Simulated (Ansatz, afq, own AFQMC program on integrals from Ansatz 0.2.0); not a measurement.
# SiH₃+ (singlet): AFQMC on the coupled-cluster ladder at distance Si1–H3 = 1.472 Å, cc-pVDZ

An exercise on one series of results from a longer session: the logs are not shown, and one member is left open.

Computed with Ansatz 0.2.0, Gaussian basis, and an in-house AFQMC program (afq) on its integrals; all values are calculated. Level: cc-pVDZ, frozen cores.

To be run: Full CI; PBE (unrestricted); r2SCAN (unrestricted); PBE0 (unrestricted); B3LYP (unrestricted); wB97M-V (unrestricted); B2PLYP (unrestricted); CCSD(T) on RHF; Full CI; CCSDT(Q) on RHF; CCSDTQ on RHF; Phaseless AFQMC, CISD trial on RHF; Phaseless AFQMC, single-determinant trial on RHF; Free-projection AFQMC, CISD trial on RHF; UHF.

5 further runs of the same task are left out: 5 that didn't finish.

## The system

The geometry derives from a PBE0/def2-TZVP stationary point (not a proven minimum). One bond is set to the value named and the two fragments are kept rigid.

4 atoms, charge 1, spin multiplicity 1.

Atoms are counted from 1 here; the program's logs count them from 0.

Bond lengths: Si1–H2 1.472 Å, Si1–H3 1.472 Å, Si1–H4 1.472 Å. Angles: H2–Si1–H3 120.0°, H2–Si1–H4 120.0°, H3–Si1–H4 120.0°.

Set-up of the first run:

The input, in.yaml:

```yaml
crystal:
  periodic: [false, false, false]
  atoms:
    - {symbol: Si, position_ang: [0.000000, 0.000000, 0.000000]}
    - {symbol: H, position_ang: [1.471943, 0.014227, -0.000096]}
    - {symbol: H, position_ang: [-0.748293, 1.267623, -0.002905]}
    - {symbol: H, position_ang: [-0.723650, -1.281850, 0.003001]}
basis:
  gaussian: {orbitals: cc-pVDZ}
total_charge: 1
correlation: {method: fci, electrons: outside_noble_gas}
```

Run with:

```console
$ ansatz run in.yaml --threads 1 --pin off --events-out ev --progress --plain --max-ram 24576MiB --backend cuda --devices 0, --max-vram 18GiB
```

Among the steps run: Full CI; PBE (unrestricted); r2SCAN (unrestricted); PBE0 (unrestricted); B3LYP (unrestricted); wB97M-V (unrestricted); B2PLYP (unrestricted); CCSD(T) on RHF; CCSDT(Q) on RHF; CCSDTQ on RHF; Phaseless AFQMC, CISD trial on RHF; Phaseless AFQMC, single-determinant trial on RHF; Free-projection AFQMC, CISD trial on RHF; UHF.

One table of the session follows, with a row left open; its other results are not shown here.

On the RHF determinant, counted from full CI (exact for this spin and basis):

```
                                                              level  from full CI (kcal/mol)
                                                                 HF                   +69.36
                                                                MP2                   +16.88
                                                               CCSD                    +1.28
                                                            CCSD(T)                        ?
                                                           CCSDT(Q)                    +0.01
                                                             CCSDTQ                     0.00
                                                            full CI                     0.00
              Phaseless AFQMC, CISD trial, step 0.005, 4000 walkers                    -0.01
Phaseless AFQMC, single-determinant trial, step 0.005, 4000 walkers                    -0.68
         Free-projection AFQMC, CISD trial, step 0.03, 4000 walkers                    -0.03
```

Q: Estimate the row for CCSD(T) from the others.

As computed: from full CI (kcal/mol): +0.32. In the column «from full CI (kcal/mol)» it lies between CCSDT(Q) (+0.01) and CCSD (+1.28).

To keep in mind: On RHF the phaseless walk with the CISD trial lies -0.01 kcal/mol from full CI, within three error bars.
